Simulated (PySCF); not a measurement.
Compound: C₄H₅O (charge -1).
SMILES: `C=CC(=C)[O-]`

Torsions of this conformer, `[CH2:1]=[CH:2][C:3](=[CH2:4])[O-:5]`: C1–C2–C3–C4 180°.

The closed-shell ground state was solved at several levels (PySCF, density fitting, gas phase, non-relativistic). One conformer (not necessarily the lowest) at the PBE0-D3(BJ)/def2-SVP geometry, without solvent, vibrations or thermal averaging. The geometry's basis has no diffuse functions, a weakness for an anion. Where the HOMO energy is positive, the finite basis confines the outermost electrons. No diffuse functions stand in 6-31G*, def2-SVP, def2-TZVP, pcSseg-1 and pcSseg-2, which bears on an anion's orbital energies.

```
              level  basis functions  HOMO (eV)  LUMO (eV)  gap (eV)
     B97-2/pcSseg-2              250       0.14       4.27      4.13
      PBE0/def2-SVP               95       0.49       4.90      4.41
        PBE0/6-31G*               80       0.79       5.27      4.48
       PBE/pcSseg-2              250       0.86       3.43      2.57
      OPBE/pcSseg-2              250       1.00       3.60      2.60
      PBE0/pcSseg-1              110       0.20       4.64      4.44
     B97-D/pcSseg-2              250       0.92       3.53      2.61
     PBE0/def2-TZVP              185       0.01       4.45      4.44
       KT3/pcSseg-2              250       0.91       3.54      2.63
CAM-B3LYP/def2-SVPD              143      -1.31       5.29      6.60
 PBE0/6-311+G(2d,p)              165      -0.19       3.78      3.97
   PBE0/aug-cc-pVDZ              160      -0.19       2.96      3.15
```

Problem. What might BLYP/pcSseg-2 (250 basis functions) give for the same quantities?

Solution. HOMO 1.00 eV, LUMO 3.55 eV, gap 2.55 eV.

Problem. Over all these levels, which gives the widest orbital gap and which the narrowest?

Solution. CAM-B3LYP/def2-SVPD (range-separated hybrid) has the widest, 6.60 eV, and BLYP/pcSseg-2 (GGA) the narrowest, 2.55 eV. Functional and basis both differ between the two, so the spread mixes both effects.

Problem. How much does the basis alone move the frontier levels among the 6 PBE0 rows?

Solution. The HOMO by 0.98 eV and the LUMO by 2.31 eV. By rising basis size (HOMO, LUMO in eV): 6-31G* 0.79, 5.27; def2-SVP 0.49, 4.90; pcSseg-1 0.20, 4.64; aug-cc-pVDZ -0.19, 2.96; 6-311+G(2d,p) -0.19, 3.78; def2-TZVP 0.01, 4.45.
